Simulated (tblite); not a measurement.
C3H2FO (doublet state).
InChI=1S/C3H2FO/c1-3(4)2-5/h1H2

Level: GFN2-xTB in tblite, geometry and Hessian alike; calculated harmonic values, unscaled, isolated species. Errors from tens to a few hundred cm⁻¹ against measured bands are possible. Open shells enter through the occupations alone, without spin polarisation, and single modes of such species can be off by tens of per cent.

Harmonic wavenumbers (cm⁻¹): 150.2, 158.0, 328.1, 368.0, 458.0, 605.6, 611.8, 825.0, 906.9, 1231.9, 1319.3, 1427.8, 2198.8, 3160.7, 3211.3.

A = 10421, B = 4022, C = 2902 MHz; mass 73.009 u (most abundant isotopes); point group Cs, symmetry number 1; spin multiplicity 2.

Question: What is the zero-point energy?

Answer: Half the sum of the wavenumbers: 8481 cm⁻¹ = 24.25 kcal/mol.

Question: What is S at 350 K and 1 bar for an ideal gas of classical rigid rotors and harmonic oscillators?

Answer: Translation 39.60, rotation 25.86, vibration 11.67, spin (R ln 2) 1.38: S = 78.5 cal/(mol K).

Question: And Cp and H(350 K) − H(0)?

Answer: Cp = 21.38 cal/(mol K), of which vibrations give 13.44 (their classical limit is 15 R = 29.8); H(350 K) − H(0) = 5.15 kcal/mol without the zero-point energy, 2.37 from vibrations.

Question: What must be added to the electronic energy to get the Gibbs energy at 350 K and 1 bar?

Answer: ZPE + [H(350 K) − H(0)] − T·S = 24.25 + 5.15 − 27.48 = 1.92 kcal/mol.

Question: How do the functions run with temperature in this model?

Answer: 
```csv
T (K),S (cal/(mol K)),Cp (cal/(mol K)),H − H(0) (kcal/mol),G − H(0) (kcal/mol),ln q(vib)
50,51.6,8.9,0.41,-2.17,0.02
100,58.6,11.5,0.92,-4.94,0.25
298.15,75.2,19.8,4.08,-18.34,1.97
373.15,79.9,22.0,5.65,-24.17,2.70
500,86.8,24.9,8.64,-34.75,3.91
750,97.7,28.8,15.39,-57.87,6.14
1000,106.3,31.2,22.90,-83.40,8.13
```

q(vib) and H(0) count from the zero-point level.

Question: Which modes carry the vibrational entropy at 350 K?

Answer: 150.2 cm⁻¹: 2.98; 158.0 cm⁻¹: 2.88; 328.1 cm⁻¹: 1.54; 368.0 cm⁻¹: 1.34; 458.0 cm⁻¹: 1.00; 605.6 cm⁻¹: 0.62 cal/(mol K); the other 9 give 1.32 together.

Hindered rotation and anharmonicity are outside this model.
